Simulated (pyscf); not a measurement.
silane (SiH₄) + H₃Si–SeH → H₃Si–Se–SiH₃ + hydrogen (H₂), a four-centre exchange (singlet surface; H–Si, H–Se broken, Se–Si, H–H formed). Structures and frequencies: ωB97X-D3(BJ)/def2-SVP in PySCF. Energies in eV from the separated reactants.

Small-basis levels: PySCF, no dispersion term, spherical d functions. 

Q: In single points B3LYP/LANL2DZ puts the saddle at 2.87 eV and the reaction energy at -0.01 eV. Should these be trusted to within a few kcal/mol? Compare with ωB97M-D3(BJ)/def2-TZVP.

A: ωB97M-D3(BJ)/def2-TZVP gives ΔE‡ = 1.98 eV and ΔE = -0.41 eV. B3LYP/LANL2DZ lies 0.90 eV over it in the barrier and 0.40 eV over it in the reaction energy, so on this step it does not hold to within 0.13 eV. ωB97M-D3(BJ)/def2-TZVP has limits of its own. One saddle was located; it need not be the lowest between these sides. In the def2 sets elements up to Kr have no core potential.
